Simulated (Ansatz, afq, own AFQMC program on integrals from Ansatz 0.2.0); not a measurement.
# CH4Cl2OSeSi, singlet in def2-SVP, levels against AFQMC with the constraint released

```xyz
10

C     0.6050   -1.5099    0.0175
O     0.4726   -0.3168   -0.7190
Si   -0.6082    0.8823   -0.4447
Cl   -2.5325    0.1698   -0.5881
Cl   -0.2612    2.2535   -1.9196
Se   -0.4665    1.7742    1.6297
H     1.4665   -2.0630   -0.3820
H    -0.2949   -2.1400   -0.0789
H     0.7792   -1.3064    1.0881
H     0.9232    2.2051    1.4000
```

Basis def2-SVP. Noble-gas cores (and the filled d shells of Ga–Kr and In–Xe) are frozen. Integrals, coupled cluster, full CI and functionals: Ansatz 0.2.0; the random walks run on the same integrals in our own AFQMC program. The CISD trial takes its coefficients from CCSD amplitudes. Released means that phaseless walkers are propagated on without the constraint, phases kept. Uncertainties: one standard error, sampling alone. No spin–orbit coupling.

Determinant: RHF, the one that the program's search chose, which needn't be the lowest solution. The geometry is a PBE0/def2-SVP stationary point of this or a neighbouring charge and spin state.

No full CI on the walks' own integrals is used here. The released AFQMC energy serves as the reference, which it does only where one determinant dominates, the energy is flat over the last release times and near the phaseless one (40 meV or 2 meV an electron, half that with transition metals). On small molecules, where full CI could be run and the noise was under 10 meV, such values lay within 10 meV of it in 19 cases of 20, a flattering rate, since the rule was set on those same cases; what remains of the bias isn't in the error bar.

Cautions: no relativity below Rb; no spin-orbit coupling; inner d shell frozen; the released value is read at 0.63 1/Eh with a noise of 21 meV, more than in the cases checked, later times being too noisy (meV from the phaseless value at times in 1/Eh: -5 ± 11 at 0.21, -31 ± 17 at 0.42, -28 ± 21 at 0.63, -14 ± 24 at 0.90).

```
T1 diagnostic                               : 0.0104
weight of the determinant in the CISD state : 0.743
size of the correlated space                : 38 electrons in 103 orbitals
```

```json
{"level": "MP2", "correlation energy (eV)": "-21.7174"}
{"level": "CCSD", "correlation energy (eV)": "-23.3246"}
{"level": "CCSD(T)", "correlation energy (eV)": "-23.9272"}
```

Task: Estimate where phaseless AFQMC with a CISD trial lies against CCSD(T) on the same integrals.

Result: 8.2 ± 1.1 kJ/mol below CCSD(T).

Reference: AFQMC with the constraint released, correlation energy -24.040 ± 0.021 eV.

```
        level  E − E(reference) (kJ/mol)  share of correlation (%)
      CCSD(T)                 10.9 ± 2.0                     99.53
ph-AFQMC/CISD                  2.7 ± 2.3                     99.88
```

Released energies are given only where the last usable release times agree within the noise; a slower fall can still hide under it.
